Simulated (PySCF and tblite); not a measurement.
Values are calculated unless marked as measured or tabulated.
System: C₃H₃FO₂, numbered as in [O:1]=[CH:2]/[C:3]([F:4])=[CH:5]/[OH:6].

For the rotation about the C2–C3 bond (torsion O1–C2–C3–F4 from -180° to 0°, rising): electronic barrier 14.06 kcal/mol, zero-point change -0.55 kcal/mol, thermal and entropy terms at 298.15 K a further 0.20 kcal/mol (symmetry numbers apart). The minimum is Cs, the saddle C1. Level: BHandHLYP/pcSseg-1 + D3(BJ) on PBE0-D3(BJ)/def2-SVP stationary points, with GFN2-xTB thermal terms. Rate constants are transition-state-theory values, counting equivalent paths, without tunnelling. Run with tblite and PySCF.

(1) How many equivalent paths lead out of the minimum?

(2) Work out the rate at 298.15 K.

Answers

(1) 2: the symmetry number of the minimum is 1, that of the saddle displaced along its mode 1, and the displaced saddle is chiral while the minimum is not, which doubles the count.

(2) ΔG‡ = 13.71 kcal/mol; k_B T/h = 6.2×10¹² s⁻¹; exp(−ΔG‡/RT) = 8.9×10⁻¹¹; times 2 gives k = 1110 s⁻¹. Wigner's tunnelling factor for the 222i cm⁻¹ mode would be 1.05.
